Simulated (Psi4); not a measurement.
**doublet [SO3]− at UM06-2X/6-311+G(d,p)**

We compute energy and forces of doublet [SO3]−. 

The calculation is run with Psi4 1.11.

7 further runs of the same task are left out: 6 that didn't finish, 1 set aside as unsound or not needed.

## (1) The system as given

The species is [SO3]− (4 atoms), meant as a doublet with charge -1. SMILES of the parent species: `O=S(=O)=O`. Geometry: relaxed at PBE0-D4/def2-TZVP. That shape belongs to the parent species and isn't relaxed for this state.

Bond lengths: O1–S2 1.419 Å, S2–O3 1.419 Å, S2–O4 1.419 Å. Angles: O1–S2–O3 120.0°, O1–S2–O4 120.0°, O3–S2–O4 120.0°.

## (2) Energy and gradient at UM06-2X/6-311+G(d,p)

job.json

```json
{
  "schema_name": "qcschema_input",
  "schema_version": 1,
  "molecule": {
    "schema_name": "qcschema_molecule",
    "schema_version": 2,
    "symbols": ["O", "S", "O", "O"],
    "geometry": [-2.11946013, -1.2937254, 1.01425381, 1.89e-05, -5.669e-05, -7.559e-05, 2.47353811, -0.61922546, 0.83234877, -0.35409688, 1.91300755, -1.84654588],
    "molecular_charge": -1,
    "molecular_multiplicity": 2,
    "fix_symmetry": "c1",
    "fix_com": true,
    "fix_orientation": true
  },
  "driver": "gradient",
  "model": {
    "method": "m06-2x",
    "basis": "6-311+G**"
  },
  "keywords": {
    "reference": "uks",
    "puream": true,
    "e_convergence": 1e-09,
    "d_convergence": 1e-08,
    "scf_type": "pk",
    "dft_radial_points": 99,
    "dft_spherical_points": 590,
    "maxiter": 100
  }
}
```

The run is started by

```
$ psi4 --qcschema job.json -n 1 --memory 2200MB
```

stdout:

```text
Psi4 1.11 release

gradient() will perform analytic gradient computation.

   => Loading Basis Set <=

    Name: 6-311+G**
    Role: ORBITAL
    Keyword: BASIS

         ---------------------------------------------------------
                                   SCF
                              UKS Reference
                        1 Threads,   2098 MiB Core
         ---------------------------------------------------------

  ==> Geometry <==

    Molecular point group: c1
    Full point group: C1

    Geometry (in Bohr), charge = -1, multiplicity = 2:

       Center              X                  Y                   Z               Mass
    ------------   -----------------  -----------------  -----------------  -----------------
         O           -2.119460130000    -1.293725400000     1.014253810000    15.994914619570
         S            0.000018900000    -0.000056690000    -0.000075590000    31.972071174400
         O            2.473538110000    -0.619225460000     0.832348770000    15.994914619570
         O           -0.354096880000     1.913007550000    -1.846545880000    15.994914619570

  Running in c1 symmetry.

  Rotational constants: A =      0.34875  B =      0.34874  C =      0.17437 [cm^-1]
  Rotational constants: A =  10455.37161  B =  10455.06676  C =   5227.60960 [MHz]
  Nuclear repulsion =  184.488954521375945

  Charge       = -1
  Multiplicity = 2
  Electrons    = 41
  Nalpha       = 21
  Nbeta        = 20

  ==> Algorithm <==

  SCF Algorithm Type is PK.
  DIIS enabled.
  MOM disabled.
  Fractional occupation disabled.
  Guess Type is SAD.
  Energy threshold   = 1.00e-09
  Density threshold  = 1.00e-08
  Integral threshold = 1.00e-12

  ==> Primary Basis <==

  Basis Set: 6-311+G**
    Blend: 6-311+G**
    Number of shells: 44
    Number of basis functions: 96
    Number of Cartesian functions: 100
    Spherical Harmonics?: true
    Max angular momentum: 2

  ==> DFT Potential <==

   => LibXC <=

    Version 7.1.2

   => Composite Functional: M06-2X <=

    Deriv               =              1
    GGA                 =           TRUE
    Meta                =           TRUE

    Exchange Hybrid     =           TRUE
    MP2 Hybrid          =          FALSE

   => Exchange Functionals <=

    1.0000   XC_HYB_MGGA_X_M06_2X

   => Exact (HF) Exchange <=

    0.5400               HF

   => Correlation Functionals <=

    1.0000   XC_MGGA_C_M06_2X

   => LibXC Density Thresholds  <==

    XC_MGGA_C_M06_2X:  1.00E-12
    XC_HYB_MGGA_X_M06_2X:  1.00E-15

   => Molecular Quadrature <=

    Radial Scheme          =       TREUTLER
    Pruning Scheme         =           NONE
    Nuclear Scheme         =       TREUTLER

    Blocking Scheme        =         OCTREE
    BS radius alpha        =              1
    Pruning alpha          =              1
    Radial Points          =             99
    Spherical Points       =            590
    Total Points           =         227350
    Total Blocks           =           1730
    Max Points             =            256
    Max Functions          =             96
    Weights Tolerance      =       1.00E-15

  ==> Integral Setup <==

  Using in-core PK algorithm.
   Calculation information:
      Number of atoms:                   4
      Number of AO shells:              44
      Number of primitives:             82
      Number of atomic orbitals:       100
      Number of basis functions:        96

      Integral cutoff                 1.00e-12
      Number of threads:                 1

  Performing in-core PK
  Using 21682992 doubles for integral storage.
  We computed 448904 shell quartets total.
  Whereas there are 490545 unique shell quartets.

  ==> DiskJK: Disk-Based J/K Matrices <==

    J tasked:                  Yes
    K tasked:                  Yes
    wK tasked:                  No
    Memory [MiB]:              648
    Schwarz Cutoff:          1E-12

  Cached 50.0% of DFT collocation blocks in 0.619 [GiB].

  Minimum eigenvalue in the overlap matrix is 4.8154924756E-04.
  Reciprocal condition number of the overlap matrix is 7.1819509854E-05.
    Using symmetric orthogonalization.

  ==> Pre-Iterations <==

  SCF Guess: Superposition of Atomic Densities via on-the-fly atomic UHF (no occupation information).

   -------------------------
    Irrep   Nso     Nmo
   -------------------------
     A         96      96
   -------------------------
    Total      96      96
   -------------------------

  ==> Iterations <==

                        Total Energy        Delta E     RMS |[F,P]|

   @UKS iter SAD:  -623.99784898500297   -6.23998e+02   0.00000e+00
   @UKS iter   1:  -623.45453517568080    5.43314e-01   9.64555e-03 DIIS/ADIIS
   @UKS iter   2:  -623.36040507179723    9.41301e-02   1.11418e-02 DIIS/ADIIS
   @UKS iter   3:  -623.74266229911916   -3.82257e-01   5.30442e-04 DIIS/ADIIS
   @UKS iter   4:  -623.74313644104166   -4.74142e-04   1.24565e-04 DIIS/ADIIS
   @UKS iter   5:  -623.74320178095957   -6.53399e-05   4.13490e-05 DIIS
   @UKS iter   6:  -623.74321431059570   -1.25296e-05   1.23869e-05 DIIS
   @UKS iter   7:  -623.74321729440737   -2.98381e-06   3.36669e-06 DIIS
   @UKS iter   8:  -623.74321757453095   -2.80124e-07   8.44557e-07 DIIS
   @UKS iter   9:  -623.74321760084797   -2.63170e-08   5.33843e-07 DIIS
   @UKS iter  10:  -623.74321760665759   -5.80962e-09   3.93942e-07 DIIS
   @UKS iter  11:  -623.74321761492320   -8.26560e-09   3.61043e-07 DIIS
   @UKS iter  12:  -623.74321762048794   -5.56474e-09   3.62738e-07 DIIS
   @UKS iter  13:  -623.74321742840471    1.92083e-07   2.97449e-07 DIIS
   @UKS iter  14:  -623.74321711016580    3.18239e-07   3.50345e-07 DIIS
   @UKS iter  15:  -623.74321710782874    2.33706e-09   2.89009e-07 DIIS
   @UKS iter  16:  -623.74321710769277    1.35969e-10   5.63089e-08 DIIS
   @UKS iter  17:  -623.74321710218180    5.51097e-09   7.38074e-08 DIIS
   @UKS iter  18:  -623.74321710223342   -5.16138e-11   1.44608e-08 DIIS
   @UKS iter  19:  -623.74321710223296    4.54747e-13   1.24673e-08 DIIS
   @UKS iter  20:  -623.74321710223398   -1.02318e-12   2.85708e-09 DIIS
  Energy and wave function converged.

  ==> Post-Iterations <==

   Electrons on quadrature grid:
      Nalpha   =   21.0000000383 ; deviation = 3.835e-08
      Nbeta    =   20.0000000001 ; deviation = 9.323e-11
      Ntotal   =   41.0000000384 ; deviation = 3.844e-08

   @Spin Contamination Metric:   4.977089575E-03
   @S^2 Expected:                7.500000000E-01
   @S^2 Observed:                7.549770896E-01
   @S   Expected:                5.000000000E-01
   @S   Observed:                5.000000000E-01

    Orbital Energies [Eh]
    ---------------------

    Alpha Occupied:

       1A    -89.837608     2A    -19.410993     3A    -19.410992
       4A    -19.410969     5A     -8.192002     6A     -6.119032
       7A     -6.114249     8A     -6.114249     9A     -1.076895
      10A     -0.940853    11A     -0.940848    12A     -0.463153
      13A     -0.387511    14A     -0.356368    15A     -0.356367
      16A     -0.239020    17A     -0.239016    18A     -0.235602
      19A     -0.235597    20A     -0.155601    21A      0.041262

    Alpha Virtual:

      22A      0.152495    23A      0.182662    24A      0.194109
      25A      0.194110    26A      0.282123    27A      0.324687
      28A      0.324688    29A      0.365879    30A      0.382056
      31A      0.382057    32A      0.437463    33A      0.444765
      34A      0.448075    35A      0.448075    36A      0.459969
      37A      0.464890    38A      0.464898    39A      0.509232
      40A      0.621925    41A      0.621936    42A      0.630720
      43A      0.630722    44A      0.908796    45A      0.974647
      46A      0.974652    47A      1.194819    48A      1.206928
      49A      1.206932    50A      1.310700    51A      1.310724
      52A      1.360945    53A      1.376484    54A      1.376492
      55A      1.377457    56A      1.395628    57A      1.501713
      58A      1.501723    59A      1.732607    60A      1.798405
      61A      1.798435    62A      1.825691    63A      2.056374
      64A      2.056386    65A      3.019296    66A      3.079905
      67A      3.079910    68A      3.083424    69A      3.093165
      70A      3.093194    71A      3.111484    72A      3.203460
      73A      3.277661    74A      3.277668    75A      3.444193
      76A      3.444210    77A      3.651991    78A      3.878838
      79A      3.878865    80A      5.266964    81A      5.267026
      82A      5.302918    83A      5.302929    84A      5.325314
      85A      5.331724    86A      5.350236    87A      5.648716
      88A      5.648728    89A      8.537901    90A     17.564113
      91A     17.932566    92A     17.932577    93A     50.147007
      94A     50.190353    95A     50.190356    96A    189.789308

    Beta Occupied:

       1A    -89.831069     2A    -19.406380     3A    -19.406379
       4A    -19.406346     5A     -8.189838     6A     -6.112125
       7A     -6.112125     8A     -6.102001     9A     -1.063350
      10A     -0.927663    11A     -0.927656    12A     -0.441129
      13A     -0.350016    14A     -0.346482    15A     -0.346480
      16A     -0.233478    17A     -0.233474    18A     -0.185247
      19A     -0.185240    20A     -0.149522

    Beta Virtual:

      21A      0.154014    22A      0.185583    23A      0.198344
      24A      0.198344    25A      0.239930    26A      0.301453
      27A      0.323043    28A      0.323044    29A      0.355036
      30A      0.379663    31A      0.379666    32A      0.436380
      33A      0.446228    34A      0.446229    35A      0.447455
      36A      0.465571    37A      0.468657    38A      0.468663
      39A      0.487117    40A      0.629384    41A      0.629387
      42A      0.631904    43A      0.631908    44A      0.931733
      45A      1.017093    46A      1.017101    47A      1.189758
      48A      1.208125    49A      1.208129    50A      1.325185
      51A      1.325196    52A      1.379379    53A      1.379383
      54A      1.391817    55A      1.392996    56A      1.396836
      57A      1.514604    58A      1.514618    59A      1.735447
      60A      1.801785    61A      1.801799    62A      1.902220
      63A      2.076315    64A      2.076325    65A      3.020248
      66A      3.091800    67A      3.091803    68A      3.095095
      69A      3.104708    70A      3.104724    71A      3.123369
      72A      3.214963    73A      3.289609    74A      3.289615
      75A      3.446075    76A      3.446090    77A      3.659914
      78A      3.887787    79A      3.887801    80A      5.288564
      81A      5.288595    82A      5.309339    83A      5.309346
      84A      5.334867    85A      5.346426    86A      5.356500
      87A      5.652723    88A      5.652734    89A      8.541949
      90A     17.601930    91A     17.940868    92A     17.940881
      93A     50.142990    94A     50.186322    95A     50.186327
      96A    189.799639

    Final Occupation by Irrep:
              A
    DOCC [    20 ]
    SOCC [     1 ]
    NA   [    21 ]
    NB   [    20 ]

  @UKS Final Energy:  -623.74321710223398

   => Energetics <=

    Nuclear Repulsion Energy =            184.4889545213759448
    One-Electron Energy =               -1236.0076870643511029
    Two-Electron Energy =                 452.5654144175463216
    DFT Exchange-Correlation Energy =     -24.7898989768051763
    Empirical Dispersion Energy =           0.0000000000000000
    VV10 Nonlocal Energy =                  0.0000000000000000
    Total Energy =                       -623.7432171022339844

  UHF NO Occupations:
  HONO-2 :   19  A 1.9992273
  HONO-1 :   20  A 1.9992272
  HONO-0 :   21  A 1.0000000
  LUNO+0 :   22  A 0.0007728
  LUNO+1 :   23  A 0.0007727
  LUNO+2 :   24  A 0.0004634
  LUNO+3 :   25  A 0.0003042

Computation Completed

Properties will be evaluated at   0.000000,   0.000000,   0.000000 [a0]

Properties computed using the SCF density matrix

 Multipole Moments:

 ------------------------------------------------------------------------------------
     Multipole            Electronic (a.u.)      Nuclear  (a.u.)        Total (a.u.)
 ------------------------------------------------------------------------------------

 L = 1.  Multiply by 2.5417464519 to convert [e a0] to [Debye]
 Dipole X            :          0.0004381            0.0001512            0.0005893
 Dipole Y            :         -0.0046943           -0.0004535           -0.0051478
 Dipole Z            :         -0.0046723           -0.0007558           -0.0054282
 Magnitude           :                                                    0.0075041

 ------------------------------------------------------------------------------------

	total time  =         66 seconds =       1.10 minutes

         ------------------------------------------------------------
                                   SCF GRAD
         ------------------------------------------------------------

  ==> Geometry <==

    Molecular point group: c1
    Full point group: C1

    Geometry (in Bohr), charge = -1, multiplicity = 2:

       Center              X                  Y                   Z               Mass
    ------------   -----------------  -----------------  -----------------  -----------------
         O           -2.119460130000    -1.293725400000     1.014253810000    15.994914619570
         S            0.000018900000    -0.000056690000    -0.000075590000    31.972071174400
         O            2.473538110000    -0.619225460000     0.832348770000    15.994914619570
         O           -0.354096880000     1.913007550000    -1.846545880000    15.994914619570

  Nuclear repulsion =  184.488954521375945

  ==> Basis Set <==

  Basis Set: 6-311+G**
    Blend: 6-311+G**
    Number of shells: 44
    Number of basis functions: 96
    Number of Cartesian functions: 100
    Spherical Harmonics?: true
    Max angular momentum: 2

  ==> DirectJKGrad: Integral-Direct SCF Gradients <==

    Gradient:                    1
    J tasked:                  Yes
    K tasked:                  Yes
    wK tasked:                  No
    Integrals threads:           1
    Schwarz Cutoff:          1E-12

  ==> DFT Potential <==

   => LibXC <=

    Version 7.1.2

   => Composite Functional: M06-2X <=

    Deriv               =              1
    GGA                 =           TRUE
    Meta                =           TRUE

    Exchange Hybrid     =           TRUE
    MP2 Hybrid          =          FALSE

   => Exchange Functionals <=

    1.0000   XC_HYB_MGGA_X_M06_2X

   => Exact (HF) Exchange <=

    0.5400               HF

   => Correlation Functionals <=

    1.0000   XC_MGGA_C_M06_2X

   => LibXC Density Thresholds  <==

    XC_MGGA_C_M06_2X:  1.00E-12
    XC_HYB_MGGA_X_M06_2X:  1.00E-15

   => Molecular Quadrature <=

    Radial Scheme          =       TREUTLER
    Pruning Scheme         =           NONE
    Nuclear Scheme         =       TREUTLER

    Blocking Scheme        =         OCTREE
    BS radius alpha        =              1
    Pruning alpha          =              1
    Radial Points          =             99
    Spherical Points       =            590
    Total Points           =         227350
    Total Blocks           =           1730
    Max Points             =            256
    Max Functions          =             96
    Weights Tolerance      =       1.00E-15

  -Total Gradient:
     Atom            X                  Y                   Z
    ------   -----------------  -----------------  -----------------
       1        0.095361997651     0.059755594967    -0.044109320529
       2        0.000469907597    -0.004455426919    -0.004698065004
       3       -0.111607767971     0.029382929388    -0.035933126717
       4        0.015820524718    -0.084695404639     0.084756416541

	total time  =          8 seconds =       0.13 minutes

    Psi4 run time: 0:01:14.65
```

The result, in JSON:

```text
{
 "driver": "gradient",
 "model": {
  "method": "m06-2x",
  "basis": "6-311+G**"
 },
 "success": true,
 "return_result": [0.09536199765149284, 0.0597555949665239, -0.04410932052878311, 0.00046990759682421276, -0.004455426919072186, -0.0046980650038496935, -0.11160776797086264, 0.029382929388330987, -0.035933126717348995, 0.015820524717756895, -0.08469540463876027, 0.08475641654146067],
 "properties": {
  "calcinfo_nbasis": 96,
  "calcinfo_nmo": 96,
  "calcinfo_nalpha": 21,
  "calcinfo_nbeta": 20,
  "calcinfo_natom": 4,
  "nuclear_repulsion_energy": 184.48895452137594,
  "return_energy": -623.743217102234,
  "return_gradient": [0.09536199765149284, 0.0597555949665239, -0.04410932052878311, 0.00046990759682421276, -0.004455426919072186, -0.0046980650038496935, -0.11160776797086264, 0.029382929388330987, -0.035933126717348995, 0.015820524717756895, -0.08469540463876027, 0.08475641654146067],
  "scf_one_electron_energy": -1236.007687064351,
  "scf_two_electron_energy": 452.5654144175463,
  "scf_xc_energy": -24.789898976805176,
  "scf_dipole_moment": [0.0005892669766466851, -0.005147810775872452, -0.005428166166704607],
  "scf_total_energy": -623.743217102234,
  "scf_total_gradient": [0.09536199765149284, 0.0597555949665239, -0.04410932052878311, 0.00046990759682421276, -0.004455426919072186, -0.0046980650038496935, -0.11160776797086264, 0.029382929388330987, -0.035933126717348995, 0.015820524717756895, -0.08469540463876027, 0.08475641654146067],
  "scf_iterations": 20
 }
}
```

Run time: 77 s. Hardware: 1 thread of Intel Xeon Platinum 8259CL at 2.50GHz (Skylake/Cascade Lake), shared host; peak memory 1 GiB.

## (3) Results

Level: UM06-2X/6-311+G**.

```
                          quantity          value
                      total energy  -623.74322 Eh
HOMO energy (highest over α and β)        1.12 eV
 LUMO energy (lowest over α and β)        4.15 eV
                              ⟨S²⟩          0.755
          largest force on an atom     6.216 eV/Å
```

**Reading.** The HOMO lies at positive energy, 1.12 eV; only total energies tell whether the electron is bound.
